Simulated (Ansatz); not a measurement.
# BF (singlet): from Hartree-Fock to the top rungs at distance B1–F2 = 1.263 Å, 6-31G

Aim: climb from Hartree-Fock through coupled cluster and multireference methods for BF (singlet) at one geometry and basis, and see what each rung misses.

Computed with Ansatz 0.2.0, Gaussian basis. Level: 6-31G, core rule «outside noble gas», up to 2 orbitals frozen.

Plan: UHF; CCSD(T) on RHF; BCCD(T) on RHF; CISD; CCSDT(Q) on RHF; CISDTQ; CCSDTQ on RHF; CASSCF and MRCISD+Q, 2 electrons in 2 orbitals; CASSCF and NEVPT2, 2 electrons in 2 orbitals; CASSCF and MRCISD+Q, 10 electrons in 8 orbitals; CASSCF and NEVPT2, 10 electrons in 8 orbitals; Full CI.

32 further runs of the same task are left out: 12 for a known fault of the program, 18 that didn't finish, 2 set aside as unsound or not needed. Runs told in other sessions of the task aren't counted.

### Step 1. The system

The geometry derives from a PBE0/def2-TZVP stationary point (not a proven minimum). One bond is set to the value named and the two fragments are kept rigid.

2 atoms, charge 0, spin multiplicity 1.

Atoms are counted from 1 here; the program's logs count them from 0.

Bond lengths: B1–F2 1.263 Å.

### Step 2. UHF

Input file in.yaml:

```yaml
crystal:
  periodic: [false, false, false]
  atoms:
    - {symbol: B, position_ang: [0.000000, 0.000000, 0.000000]}
    - {symbol: F, position_ang: [0.000000, 0.000000, 1.263100]}
basis:
  gaussian: {orbitals: 6-31G}
magnetization: {spin_polarized: true, initial_magnetization: 0}
hamiltonian: {xc: hf}
output: {orbitals: {seedname: orbitals}}
```

The run is started by

```bash
ansatz run in.yaml --threads 1 --pin off --events-out ev --progress --plain --max-ram 2393MiB
```

The runs that follow: CCSD(T) on RHF; BCCD(T) on RHF; CISD; CCSDT(Q) on RHF; CISDTQ; CCSDTQ on RHF; CASSCF and MRCISD+Q, 2 electrons in 2 orbitals; CASSCF and NEVPT2, 2 electrons in 2 orbitals; CASSCF and MRCISD+Q, 10 electrons in 8 orbitals; CASSCF and NEVPT2, 10 electrons in 8 orbitals; Full CI.

Before running them: what should the planned runs give, taken together? Wanted: FCI from the RHF energy; RMP2 from FCI; RCCSD from FCI; RCCSD(T) from FCI; RCCSDT(Q) from FCI; NEVPT2 pair from FCI; MRCISD+Q pair from FCI; NEVPT2 valence from FCI; T1 diagnostic.

As calculated:

```
                         quantity                                                  value
          FCI from the RHF energy                                             -4.9859 eV
                    RMP2 from FCI                                        +10.27 kcal/mol
                   RCCSD from FCI                                         +3.00 kcal/mol
                RCCSD(T) from FCI                                         +0.45 kcal/mol
               RCCSDT(Q) from FCI                                         -0.04 kcal/mol
             NEVPT2 pair from FCI                                         +9.28 kcal/mol
           MRCISD+Q pair from FCI                                         +1.98 kcal/mol
          NEVPT2 valence from FCI                                        +19.39 kcal/mol
levels within 1 kcal/mol (43 meV)  RCCSD(T), BCCD(T), RCCSDT, CISDTQ, RCCSDT(Q), RCCSDTQ
                    T1 diagnostic                                                  0.018
   effectively unpaired electrons                                                   0.08
```

**Reading.** RCCSD(T) misses by +0.45 kcal/mol, 0.4 % of the correlation energy. One determinant dominates. Of the multireference levels listed MRCISD+Q pair comes nearest in total energy (+1.98 kcal/mol), which doesn't show that its space is the better one. These misses are within one basis, not against nature.
